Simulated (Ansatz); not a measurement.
We consider pyrite RuS2, described by HSE06 in Ansatz (PAW).

Input:

Ansatz 0.2 input:
```yaml
crystal:
  lattice:
    - [5.61, 0.0, 0.0]
    - [0.0, 5.61, 0.0]
    - [0.0, 0.0, 5.61]
  atoms:
    - { symbol: Ru, position: [0.0, 0.5, 0.5] }
    - { symbol: Ru, position: [0.5, 0.0, 0.5] }
    - { symbol: Ru, position: [0.0, 0.0, 0.0] }
    - { symbol: Ru, position: [0.5, 0.5, 0.0] }
    - { symbol: S, position: [0.6137797973, 0.8862202027, 0.1137797973] }
    - { symbol: S, position: [0.1137797973, 0.6137797973, 0.8862202027] }
    - { symbol: S, position: [0.6137797973, 0.6137797973, 0.6137797973] }
    - { symbol: S, position: [0.3862202027, 0.3862202027, 0.3862202027] }
    - { symbol: S, position: [0.8862202027, 0.1137797973, 0.6137797973] }
    - { symbol: S, position: [0.8862202027, 0.3862202027, 0.1137797973] }
    - { symbol: S, position: [0.1137797973, 0.8862202027, 0.3862202027] }
    - { symbol: S, position: [0.3862202027, 0.1137797973, 0.8862202027] }
basis:
  ecutwfc: 460
  ecutrho_ratio: 4
  xc_grid: 2
kpoints:
  mp_grid: { grid: [4, 4, 4] }
  band_path: { path: [[0, 0, 0], [0.0, 0.0, 0.442708]], npoints: 1 }
hamiltonian:
  xc: hse06
  dispersion: none
  pseudopotentials: { kind: paw }
scf:
  occupations: { method: fermi_dirac, width: 0.01 }
  convergence: { dr2_threshold: 0.0000000012 }
output:
  forces: true
  stress: true
  eigenvalues: true
  write_bands: true
```

### Question
How many irreducible k-points, plane waves at Γ does the program set up, and what pressure does the run end with?

### Answer
11 irreducible k-points, 3911 plane waves at Γ; P = -1.47 GPa, so the cell is stretched on average and its volume would shrink at this level.

Output (set-up and result lines):

```
WARN output.stress: scf.exx.energy_threshold = 1e-6 eV is looser than the 1.2e-7 eV advised for a stress under a hybrid functional (1e-8 eV for each atom of …
Crystal: 12 atoms, lattice volume = 176.558 Å³
Basis set: ecut = 460 eV, 3911 PW (Γ), exchange–correlation on 80×80×80 points (8 copies of the dense FFT grid, shifted against one another)
Bands: 68, of which v1, the nominal top of the filled ones, is band 56 counted from 1 (55 counted from 0)
Symmetry: 24 space group operations
Space group: Pa-3 (ITA 205), of the structure as read, at distance tolerance 5.6e-5 Å
k-points: 11 of 64
SCF iter   1: F=—  HF=-30737.970742 eV  |F-HF|=—  |Δ(HF+E_count)|=         —  Δρ=2.44e-3  dr2=6.73e-3
SCF iter   2: F=—  HF=-30737.970004 eV  |F-HF|=—  |Δ(HF+E_count)|=   7.38e-4  Δρ=1.03e-3  dr2=9.49e-4
  ...
Crystal: 12 atoms, lattice volume = 176.558 Å³
Initial density: handed on by an earlier stage of this run
Crystal: 12 atoms, lattice volume = 176.558 Å³
SCF 3 converged in 5 iterations: F = -30750.919871 eV  dr2 = 1.02e-9
Crystal: 12 atoms, lattice volume = 176.558 Å³
SCF iter   2: F=—  HF=-30750.919873 eV  |F-HF|=—  |Δ(HF+E_count)|=   6.03e-9  Δρ=9.83e-7  dr2=3.91e-9
SCF iter   3: F=-30750.919873 eV  HF=-30750.919873 eV  |F-HF|=3.38e-10  |Δ(HF+E_count)|=   2.02e-8  Δρ=1.38e-6  dr2=1.05e-9
SCF 4 converged in 3 iterations: F = -30750.919873 eV  dr2 = 1.05e-9
Free energy (F): -30750.919873 eV
Internal energy: -30750.919873 eV  (E = F + TS)
E sigma→0 (E₀):  -30750.919873 eV
Fermi energy:    13.382606 eV
--- Forces (eV/Å), atoms counted from 1 ---
  atom   1  Ru     0.00000000     0.00000000     0.00000000
  atom   2  Ru     0.00000000    -0.00000000    -0.00000000
  atom   3  Ru     0.00000000    -0.00000000     0.00000000
  atom   4  Ru     0.00000000     0.00000000    -0.00000000
  atom   5  S     -0.38794123     0.38794123    -0.38794123
  atom   6  S     -0.38794123    -0.38794123     0.38794123
  atom   7  S     -0.38794123    -0.38794123    -0.38794123
  atom   8  S      0.38794123     0.38794123     0.38794123
  atom   9  S      0.38794123    -0.38794123    -0.38794123
  atom  10  S      0.38794123     0.38794123    -0.38794123
  atom  11  S     -0.38794123     0.38794123     0.38794123
  atom  12  S      0.38794123    -0.38794123     0.38794123
--- Stress (GPa, compression-positive) ---
       -1.471441       0.000000       0.000000
        0.000000      -1.471441       0.000000
        0.000000       0.000000      -1.471441
  P = ⅓ Tr σ = -1.4714 GPa (-14.714 kbar)
```

The PAW data were made under PBE.

Note: cell and atoms aren't relaxed at this level (largest force component 0.39 eV/Å, pressure -1.5 GPa).

Computing time: about 10 core-minutes (a rough figure).

Ansatz is a first-principles code.
